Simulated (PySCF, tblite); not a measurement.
# AlH2Cl: geometry, vibrations

Wanted: geometry, vibrations for AlH2Cl (`[AlH2][Cl]`).

Computed with tblite 0.8.0 and PySCF 2.14.0 and routines of our own; the level stands in each step. Atoms count from 0.

### 1 The starting structure

4 atoms, charge 0, multiplicity 1; geometry from: start built from the parent or by distance geometry.

### 2 Geometry optimisation with GFN2-xTB

Job settings and geometry (Å):

```
{"job": {"kind": "relax", "xc": "GFN2-xTB", "basis": "xTB"}, "charge": 0, "multiplicity": 1}
Al    -0.152100    -0.028300    -0.201800
Cl     2.009300    -0.119900    -0.572500
H     -0.866200     1.338500    -0.639100
H     -0.970600    -1.180700     0.496100
```

On the command line:

```bash
$ OMP_NUM_THREADS=1 python redox_run.py task.json out
```

The driver reads the jobs from task.json and runs them one after another.

Output:

```text
step      E/eV     max force
  0    -182.35006    2.145
  1    -182.46026    1.715
  2    -182.52014    2.537
  3    -182.59150    0.549
  4    -182.60615    0.476
  5    -182.62042    0.342
  6    -182.62298    0.145
  7    -182.62373    0.081
  8    -182.62396    0.077
  9    -182.62506    0.148
 10    -182.62580    0.138
 11    -182.62629    0.073
 12    -182.62643    0.040
 13    -182.62648    0.033
 14    -182.62652    0.029
 15    -182.62657    0.028
 16    -182.62661    0.023
 17    -182.62663    0.013
 18    -182.62663    0.007
```

Wall time 0.05 s (1 thread of Arm Neoverse V1, shared host).

The steps of the relaxation:

| step | energy from step 0 (eV) | largest force (eV/Å) |
| --- | --- | --- |
| 0 | 0.0000 | 2.1449 |
| 1 | -0.1102 | 1.7147 |
| 2 | -0.1701 | 2.5368 |
| 3 | -0.2414 | 0.5487 |
| 4 | -0.2561 | 0.4760 |
| 5 | -0.2704 | 0.3418 |
| 6 | -0.2729 | 0.1445 |
| 7 | -0.2737 | 0.0808 |
| 8 | -0.2739 | 0.0765 |
| 9 | -0.2750 | 0.1484 |
| 10 | -0.2757 | 0.1377 |
| 11 | -0.2762 | 0.0734 |
| 12 | -0.2764 | 0.0401 |
| 13 | -0.2764 | 0.0330 |
| 14 | -0.2765 | 0.0295 |
| 15 | -0.2765 | 0.0277 |
| 16 | -0.2765 | 0.0227 |
| 17 | -0.2766 | 0.0128 |
| 18 | -0.2766 | 0.0066 |

Close pairs (by a distance rule), those that changed most:

| bond | before (Å) | after (Å) | change (Å) |
| --- | --- | --- | --- |
| Al0–Cl1 | 2.195 | 2.014 | -0.181 |
| Al0–H2 | 1.603 | 1.537 | -0.066 |
| Al0–H3 | 1.576 | 1.537 | -0.039 |

The final coordinates are the input of the step that follows.

### 3 Harmonic vibrations with GFN2-xTB

Job settings and geometry (Å):

```
{"job": {"kind": "ir", "xc": "GFN2-xTB", "basis": "xTB"}, "charge": 0, "multiplicity": 1}
Al    -0.089918     0.009737    -0.214640
Cl     1.891058    -0.155689    -0.538075
H     -0.876616     1.269295    -0.611952
H     -0.904056    -1.113798     0.447319
```

Output:

```text
mode    cm-1     km/mol
  1     399.4     64.18
  2     576.7      6.11
  3     615.3    114.02
  4     812.3    511.12
  5    1827.9    365.87
  6    1836.0     96.67
ZPE 36.292  H(298)-E 48.078  G(298)-E -27.283 kJ/mol  S 252.76 J/(mol K)
```

Wall time 0.07 s (1 thread of Arm Neoverse V1, shared host).

The strongest bands and the atoms that carry them (share of the mass-weighted mode):

| cm⁻¹ | km/mol | atoms |
| --- | --- | --- |
| 399 | 64.2 | H2 44 %, H3 44 % |
| 577 | 6.1 | Al0 47 %, Cl1 45 % |
| 615 | 114.0 | H3 43 %, H2 43 %, Al0 13 % |
| 812 | 511.1 | H3 45 %, H2 45 % |
| 1828 | 365.9 | H3 48 %, H2 46 % |
| 1836 | 96.7 | H2 50 %, H3 48 % |

### 4 Optimising the geometry at PBE0-D3(BJ)/ma-def2-SVP

Job settings and geometry (Å):

```
{"job": {"xc": "PBE0", "basis": "ma-def2-SVP", "d3": "d3bj", "grid": 1, "kind": "geom"}, "charge": 0, "multiplicity": 1}
Al    -0.089918     0.009737    -0.214640
Cl     1.891058    -0.155689    -0.538075
H     -0.876616     1.269295    -0.611952
H     -0.904056    -1.113798     0.447319
```

Output:

```text
step   0  E = -703.38842576  max force = 0.037516
step   1  E = -703.39412061  max force = 0.005311
step   2  E = -703.39425951  max force = 0.000335
step   3  E = -703.39425968  max force = 0.000134
optimisation converged
```

It took 2.3 s on 1 thread of Arm Neoverse V1, shared host; peak memory 0.26 GiB.

Relaxation path:

| step | energy from step 0 (eV) | largest force component (eV/Å) |
| --- | --- | --- |
| 0 | 0.0000 | 1.9292 |
| 1 | -0.1550 | 0.2731 |
| 2 | -0.1587 | 0.0172 |
| 3 | -0.1587 | 0.0069 |

Distances of close pairs at the start and the end, largest changes first:

| bond | before (Å) | after (Å) | change (Å) |
| --- | --- | --- | --- |
| Al0–Cl1 | 2.014 | 2.119 | +0.105 |
| Al0–H2 | 1.537 | 1.578 | +0.041 |
| Al0–H3 | 1.537 | 1.577 | +0.040 |

The next job starts from the end point, and lists it.

| at the end point | value |
| --- | --- |
| point group (found at 0.08 Å tolerance) | C2v |
| rotational constants (GHz, main isotopes) | 127.0, 6.692, 6.357 |
| dipole moment (D) | 1.71 |

### 5 Harmonic vibrations (AlH₂Cl): PBE0-D3(BJ)/ma-def2-SVP

Job settings and geometry (Å):

```
{"job": {"xc": "PBE0", "basis": "ma-def2-SVP", "d3": "d3bj", "grid": 2, "kind": "hessian"}, "charge": 0, "multiplicity": 1}
Al    -0.166984     0.018299    -0.201000
Cl     1.918402    -0.176466    -0.521535
H     -0.843030     1.366667    -0.664816
H     -0.903208    -1.199511     0.479745
```

Output:

```text
coarse grid: 4488 points
cycle   1  E = -703.2971546446  dE = -1.229e-01  |g| = 2.361e-01  |ddm| = 1.767e+00
cycle   2  E = -703.2974016175  dE = -2.470e-04  |g| = 2.471e-01  |ddm| = 6.345e-01
cycle   3  E = -703.3161004013  dE = -1.870e-02  |g| = 1.594e-02  |ddm| = 3.434e-01
cycle   4  E = -703.3161946394  dE = -9.424e-05  |g| = 2.493e-03  |ddm| = 3.210e-02
cycle   5  E = -703.3161968719  dE = -2.233e-06  |g| = 2.597e-04  |ddm| = 4.645e-03
final grid: 34384 points
cycle   6  E = -703.3942488232  dE = -2.659e-06  |g| = 1.554e-03  |ddm| = 6.493e-03
cycle   7  E = -703.3942488543  dE = -3.108e-08  |g| = 1.529e-03  |ddm| = 3.699e-03
cycle   8  E = -703.3942495083  dE = -6.540e-07  |g| = 9.322e-05  |ddm| = 1.894e-03
cycle   9  E = -703.3942495112  dE = -2.872e-09  |g| = 9.800e-06  |ddm| = 1.464e-04
cycle  10  E = -703.3942495112  dE = -3.570e-11  |g| = 1.243e-06  |ddm| = 1.725e-05
converged SCF energy = -703.3942495112

mode    cm-1
  1     509.6
  2     518.5
  3     603.6
  4     774.2
  5    1975.2
  6    1993.8
ZPE 38.130  H(298)-E 49.814  G(298)-E -25.751 kJ/mol  S 253.45 J/(mol K)
```

It took 7.7 s on 1 thread of Arm Neoverse V1, shared host; peak memory 0.62 GiB.

Zero-point energy 38.13 kJ/mol (xTB gave 36.29).

### 6 Summary of results

| quantity | value |
| --- | --- |
| strongest single infrared mode (GFN2-xTB) | 812 cm⁻¹, 511 km/mol |
| zero-point energy (GFN2-xTB) | 8.7 kcal/mol |
| point group | C2v |
| rotational constants (main isotopes) | 126.97, 6.69, 6.36 GHz |

In words: All 6 modes are real, so the xTB geometry is a minimum. The strongest single mode, at 812 cm⁻¹, moves mainly H3 and H2. Unscaled tight-binding wavenumbers are off by several per cent, some by more. Its intensities can rank the bands wrongly. Over 3 steps the energy fell by 0.159 eV; of the close pairs, Al0–Cl1 changed most, 2.014 to 2.119 Å (PBE0/ma-def2-SVP).
